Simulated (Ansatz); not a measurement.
Worked example: correlation energy of F–Al–GaH, triplet

Geometry: displaced at random from a stationary point.

```xyz
4

F     0.0909   -0.3022    2.6588
Al   -0.0740    0.4263    1.1847
Ga    0.0026   -0.0896   -1.1459
H     0.0857    0.4832   -2.5638
```

Basis cc-pVDZ; Ansatz 0.2.0. Only valence electrons are correlated (noble-gas cores and the filled d shells of p-block atoms frozen), which leaves 14 electrons in 44 orbitals. R marks a restricted (for open shells ROHF) determinant, U an unrestricted one. No spin–orbit coupling is included, and no scalar relativity.

Full CI isn't at hand for all of this; UCCSDT(Q) serves as the reference, and is uncertain by the last step of the cluster series or more.

UCCSD has a T1 diagnostic of 0.025 and a largest doubles amplitude of 0.07.

Runs differ by some tens of microhartree through their thresholds and, for an open shell, their frozen cores, so steps under 0.03 kcal/mol mean nothing.

Here the R and U totals at CCSDT(Q) differ by 0.19 kcal/mol, a measure of how far such totals hang on the determinant and its frozen core.

| level | total energy (hartree) |
| --- | --- |
| UHF | -2265.172926 |
| UMP2 | -2265.450400 |
| UCCSD | -2265.474600 |
| UCCSD(T) | -2265.481397 |
| UCCSDT | -2265.482707 |
| UCCSDT(Q) | -2265.483430 |

**Question.** What is the correlation energy at UCCSDT(Q), and what share of it do UMP2 and UCCSD(T) recover?

**Answer.** E(corr) = -2265.483430 − (-2265.172926) = -0.310504 hartree = -8.449 eV. UMP2: -0.277474 / -0.310504 = 89.36 %. UCCSD(T): -0.308471 / -0.310504 = 99.35 %.

**Question.** By how many kcal/mol does UCCSD(T) miss UCCSDT(Q) (1 hartree = 627.509 kcal/mol), and which steps make up the rest?

**Answer.** -2265.481397 − (-2265.483430) = 0.002033 hartree = 1.28 kcal/mol. Steps: UCCSDT − UCCSD(T) = -0.82, UCCSDT(Q) − UCCSDT = -0.45 kcal/mol. Differences between like states or geometries often cancel part of this.
